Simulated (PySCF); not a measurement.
Removing an electron from isobutyronitrile

Isobutyronitrile, C4H7N.
Cartesian coordinates in Å at the PBE0-D3(BJ)/def2-SVP level; atoms count from 1:
```xyz
12
C4H7N angstrom
C      1.233   -0.595   -0.002
C      0.036    0.299   -0.326
C     -1.300   -0.371   -0.001
C      0.152    1.584    0.369
N      0.246    2.591    0.933
H      1.252   -0.849    1.069
H      1.166   -1.532   -0.575
H      2.183   -0.103   -0.254
H      0.056    0.536   -1.405
H     -2.150    0.272   -0.270
H     -1.389   -1.314   -0.560
H     -1.370   -0.600    1.073
```

Level: PBE0/def2-SVPD (PySCF). Frontier orbitals with their largest atomic shares (Löwdin; up to four atoms above 4 %):

```
orbital  ε (eV)                           main atoms
 HOMO−3  -10.64  C1 24 %, C3 24 %, H8 14 %, H10 13 %
 HOMO−2  -10.09             N5 67 %, C4 17 %, C2 5 %
 HOMO−1   -9.33     N5 45 %, C4 33 %, C2 7 %, C3 6 %
   HOMO   -9.25                                    ?
   LUMO    0.25   C3 14 %, C1 13 %, C4 13 %, C2 13 %
 LUMO+1    0.81     N5 29 %, C4 22 %, C1 9 %, C3 9 %
 LUMO+2    1.07    C4 32 %, N5 28 %, C2 10 %, C1 6 %
```

Problem. What vertical ionisation energy does ΔSCF give, and how far is −ε(HOMO) from it?

Solution. ΔSCF: 11.53 eV (1112 kJ/mol; threshold wavelength 108 nm); ⟨S²⟩ of the doublet left behind is 0.758, against 0.75 for a pure doublet. −ε(HOMO) is 9.25 eV, 2.28 eV below it. For the exact functional −ε(HOMO) would equal the first vertical ionisation energy; PBE0 (global hybrid, 25 % exact exchange) falls short of its own ΔSCF value by 20 %.

Problem. On which atoms does the HOMO lie?

Solution. N5 (nitrile nitrogen) 42 %, C4 (nitrile carbon) 30 %, C2 (sp3 carbon next to a nitrile) 11 %, H9 (methine hydrogen) 6 %. The HOMO−1 lies 0.08 eV lower.

Problem. What total energies stand behind the ΔSCF value?

Solution. E(N) = -210.97692 Eh and E(N − 1) = -210.55322 Eh at the same geometry, 0.42370 Eh apart.

Problem. How many of the 10 lowest singlet excitations (vertical TDDFT, same level) lie below the ionisation energy?

Solution. All 10; they run from 7.69 to 9.61 eV.

Geometry: PBE0-D3(BJ)/def2-SVP; no solvent, vibrations or thermal averaging.
